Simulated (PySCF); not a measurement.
Gas-phase reaction: 2 H₃SiSiCl₃ + 2 Si = 3 SiHCl₂ + 3 SiH

Computed with PySCF and rigid-rotor harmonic-oscillator thermochemistry at 1 bar. † marks an energy on the PBE0/def2-TZVP geometry and frequencies; other levels use their own. MP2 and CCSD(T) freeze the core. 6-31G* has spherical d functions here. Open shells (unrestricted): Si (multiplicity 3, electronic degeneracy 9), SiHCl₂ (multiplicity 2), SiH (multiplicity 2, electronic degeneracy 4); the rest are closed-shell singlets. Spin-orbit splitting is ignored; it lowers the true energy and changes the entropy of Si, SiH. B3LYP is the form with VWN-RPA correlation. H₃SiSiCl₃, SiHCl₂: computed as isolated molecules; such fragments, hydroxides, amides, oligomers or adducts are transient or little studied in the gas. MP2 isn't extrapolated to the basis-set limit; its ΔH°(298 K) is 683.8 kJ in def2-SVP and 699.7 kJ in def2-TZVPP. CCSD(T) isn't extrapolated to the basis-set limit. The harmonic model lacks anharmonicity and excited electronic states, which grow with temperature; levels with a mode under 35 cm⁻¹ are left out. Internal rotation in H₃SiSiCl₃ is treated as a harmonic vibration of one conformer, which makes the entropy rough.

```
level              ΔE electronic, kJ  ΔH°(298 K), kJ  ΔS°(298 K), J/K  ΔG°(2500 K), kJ
-----------------  -----------------  --------------  ---------------  ---------------
B3LYP/6-31G*                     628             594              400             -310
CCSD(T)/def2-SVP†                684             652              395             -235
HF/6-31G*                        590             556              405             -362
MP2/def2-TZVPP†                  732             700              395             -187
PBE/def2-SVP                     656             624              395             -265
PBE/def2-TZVP†                   639             606              395             -281
PBE0/def2-TZVP                   663             630              395             -257
LDA/def2-TZVP†                   731             699              395             -188
```
ΔH° is lowest at HF/6-31G* and highest at MP2/def2-TZVPP†. No reference value is set beside these.
